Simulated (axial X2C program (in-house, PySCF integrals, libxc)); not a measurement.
## Low determinants of O₂ at the PBE0 level, two-component

All values were computed with an in-house all-electron X2C program for linear molecules (integrals from PySCF). Two-component (2c) means X2C with spin–orbit coupling and atomic mean-field two-electron Coulomb and Gaunt terms. Basis: O dyall-av3z [7s6p3d2f] (cores contracted in-house); Gaussian nuclei, density fitting, unrestricted open shells. Masses: O 15.995 u.

Search at 1.195 Å (vertical energies from the lowest determinant):

| ΔE (eV) | state | electrons beyond evenly filled partner blocks | electrons in ±ω = 1/2, 3/2, 5/2, 7/2 |
| --- | --- | --- | --- |
| 0.00 | Ω = 1 | ω = -1/2, ω = 3/2 | 13 3 0 0 |
| 1.21 | Ω = 0 | none | 14 2 0 0 |
| 1.23 | Ω = 2 | ω = 1/2, ω = 3/2 | 13 3 0 0 |
| 1.25 | Ω = 0 | none | 12 4 0 0 |

Lowest determinant, Ω = 1 (⟨Sz⟩ = 1.00, ⟨Lz⟩ = 0.00 at PBE0): Re = 1.193 Å, ωe = 1708.0 cm⁻¹.

The determinant in row 2 of the search, Ω = 0 (closed shell), was followed along the bond at PBE0; measured from the minimum of the lowest determinant it gives:

Te = 1.208 eV (9742 cm⁻¹), Re = 1.193 Å, ωe = 1698.4 cm⁻¹.

The determinant in row 3 of the search, Ω = 2 (⟨Sz⟩ = 0.00, ⟨Lz⟩ = 2.00 at PBE0), was followed along the bond at PBE0; measured from the minimum of the lowest determinant it gives:

Te = 1.230 eV (9921 cm⁻¹), Re = 1.193 Å, ωe = 1698.3 cm⁻¹.

**Question.** Compare the bond of the determinant in row 2 with that of the lowest one.

**Answer.** At PBE0 its Re is the same within 0.001 Å and its force constant, which goes as ωe², is 0.99 times that of the lowest determinant. T0 ≈ Te + Δωe/2 = 9742 + (-5) = 9737 cm⁻¹.

The search compares states at one distance, so a state with another bond length can lie lower; it is not exhaustive and yields mostly the lowest determinant of each block pattern, so other components and higher states of one pattern are missing. These are energies of single determinants, not of spin-adapted states; PBE0 term energies can be off by some tenths of an eV, and the functional has no current term. Open-shell Ω = 0 determinants with evenly filled partner blocks cannot be reached by this program, so the Ω shown need not be the lowest component. A closed-shell Ω = 0 row of a π² shell mixes the 0⁺ component of the triplet with ¹Σ⁺ and matches no level; 0⁺ can lie lowest.
